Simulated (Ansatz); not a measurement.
**Scan of [SiH$_{3}$···H···OH], doublet**

Starting geometry:

| atom | x (Å) | y (Å) | z (Å) |
| --- | --- | --- | --- |
| Si | -0.9804 | 0.0193 | 0.0000 |
| H | -1.4753 | 1.4190 | 0.0000 |
| H | -1.4753 | -0.6806 | 1.2122 |
| H | -1.4753 | -0.6806 | -1.2122 |
| H | 0.5042 | 0.0193 | 0.0000 |
| O | 1.8366 | 0.0193 | 0.0000 |
| H | 2.0884 | -0.9207 | 0.0000 |

From there H5 is moved from one fragment to the other while all else, the fragments' distance too, stays fixed; atoms are numbered as listed. Energies are in kJ/mol, counted from the starting geometry at the same level. Kohn–Sham curves are unrestricted where that lies lower.

Basis cc-pVDZ; Ansatz 0.2.0. Correlated methods freeze the noble-gas cores. Prefix R: restricted or restricted open-shell reference; prefix U: unrestricted.

Full CI isn't at hand for all of this; UCCSDT(Q) serves as the reference, and is uncertain by about the last step of the cluster series.

```csv
distance Si1-H5 (Å),r2SCAN
1.485,0.0
1.534,-11.4
1.631,-33.4
1.729,-55.7
1.827,-68.4
```

Estimate the UCCSDT(Q) curve in cc-pVDZ from this one, knowing how r2SCAN errs.

The computed UCCSDT(Q) values, in kJ/mol from the starting point, and the error of r2SCAN against them:
```tsv
distance Si1-H5 (Å)	UCCSDT(Q)	r2SCAN less UCCSDT(Q)
1.485	0.0	0.0
1.534	-9.2	-2.1
1.631	-30.9	-2.5
1.729	-57.6	1.8
1.827	-76.7	8.2
```

The error spans 10.7 kJ/mol and is largest, 8.2 kJ/mol, at 1.827 Å.

In so small a basis the reference is far from its limit while semilocal and hybrid functionals are nearer theirs, so the functionals' errors here hold much of the reference's basis and frozen-core error, which can add to them or hide them.
